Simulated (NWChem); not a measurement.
System: BF₃; SMILES FB(F)F

Results from NWChem. Pople sets run with spherical d functions. Structure relaxed at the PBE-D3(BJ)/def2-SVP level. Vertical excitations in the gas phase; the lowest state need not have the same character in each row.

```tsv
level	lowest excitation, singlet (eV)	orbital gap (eV)
PBE/6-31+G*, TDA	9.32	9.26
B3LYP/6-31+G*, TDA	10.30	11.46
Hartree-Fock/6-31+G*, CIS	13.55	19.51
BHandHLYP/6-31+G*, TDA	11.52	14.67
```
